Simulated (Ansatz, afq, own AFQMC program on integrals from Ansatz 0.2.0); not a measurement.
**Where AFQMC and coupled cluster stand for CH₃Al, singlet**

```xyz
5

Al   -0.0229    0.0000    0.5849
C     0.0451    0.0000   -1.1957
H     0.1606    0.0000    2.1470
H    -0.0423    0.9125   -1.7784
H    -0.0423   -0.9125   -1.7784
```

Connectivity, by distances: AlH–CH2.

Basis cc-pVDZ. Noble-gas cores (and the filled d shells of Ga–Kr and In–Xe) are frozen. Ansatz 0.2.0 and our own AFQMC program on the same integrals; the CISD trial comes from CCSD amplitudes, and released means the phaseless constraint is let go. Uncertainties: one standard error, sampling alone.

Determinant: UHF, the one that the program's search chose, which needn't be the lowest solution. The geometry is a point of a scan.

No full CI on the walks' own integrals is used here; CCSDT(Q) serves as the reference and is uncertain by about the last step of the cluster series.

Cautions: higher spins were not checked; an unrestricted solution with more broken spin lies lower (93 meV, ⟨S²⟩ 0.39), while this determinant keeps restricted orbitals.

The T1 diagnostic is 0.0187 and the weight of the determinant in the CISD state is 0.871. The ⟨S²⟩ of the determinant is 0.000 and the size of the correlated space is 10 electrons in 41 orbitals.

```csv
level,correlation energy (eV)
MP2,-5.6950
CCSD,-6.4087
CCSD(T),-6.6521
```

Task: Estimate where phaseless AFQMC with the Hartree–Fock trial lies against CCSD(T) on the same integrals.

Result: 16.0 ± 7.1 kJ/mol below CCSD(T).

Reference: CCSDT(Q), correlation energy -6.700 eV. The released energy is read at 2.40 1/Eh (meV from the phaseless value at times in 1/Eh: -1 ± 15 at 0.24, -2 ± 14 at 0.51, -4 ± 12 at 0.99, -3 ± 18 at 1.62, 10 ± 19 at 2.40).

| level | E − E(reference) (kJ/mol) | share of correlation (%) |
| --- | --- | --- |
| CCSD(T) | 4.6 | 99.28 |
| CCSDT | 2.2 | 99.67 |
| ph-AFQMC/HF | -11.4 ± 7.1 | 101.77 |
| ph-AFQMC/CISD | 2.4 ± 2.0 | 99.62 |
| released AFQMC | 3.4 ± 1.9 | 99.48 |

A walk keeps the symmetry of its determinant, which the program's search chose and which needn't be the lowest solution, so a lower state of the same spin and another symmetry isn't excluded. Released energies are given only where the last usable release times agree within the noise; a slower fall can still hide under it.
